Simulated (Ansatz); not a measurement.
Process, species as SMILES: FCl (F-Cl) → F atom + Cl atom
B3LYP-D3(BJ)/def2-TZVP geometries, fixed; electronic energies without zero-point terms.
Largest species:
```xyz
2

F      0.0000     0.0000    -1.0729
Cl     0.0000     0.0000     0.5680
```
Charge 0, spin multiplicity 1.

Basis-set convergence of the bond dissociation energy at wB97M-V with Ansatz (a quantum-chemistry and plane-wave program). All functions are spherical. The program fits the integrals of some runs and decomposes those of others, by size. Open shells are unrestricted. The functional holds VV10 correlation; no added dispersion term, no relativity. Functions are those of the species that has most. Reference: the value in aug-cc-pV(5+d)Z, 63.90 kcal/mol, itself unsure by roughly 0.11 kcal/mol (its mean distance from pcseg-4, aug-pcseg-3, aug-cc-pV(Q+d)Z).

| basis | functions | bond dissociation energy (kcal/mol) |
|---|---|---|
| STO-3G | 14 | ? |
| pcseg-0 | 22 | ? |
| pcseg-1 | 32 | 56.09 |
| aug-pcseg-1 | 50 | 58.58 |
| def2-SVPD | 50 | 58.06 |
| 6-311++G(2d,2p) | 62 | 59.26 |
| pcseg-2 | 64 | 62.46 |
| cc-pV(T+d)Z | 69 | 63.16 |
| 6-311++G(3df,3pd) | 86 | ? |
| def2-TZVPD | 86 | 63.16 |
| jun-cc-pV(T+d)Z | 87 | 63.17 |
| aug-cc-pV(T+d)Z | 101 | ? |
| aug-cc-pV(Q+d)Z | 169 | 63.83 |

Question: What belongs in the gaps?

Answer: 
- STO-3G, bond dissociation energy (kcal/mol): 61.75
- pcseg-0, bond dissociation energy (kcal/mol): 41.11
- 6-311++G(3df,3pd), bond dissociation energy (kcal/mol): 63.54
- aug-cc-pV(T+d)Z, bond dissociation energy (kcal/mol): 63.47
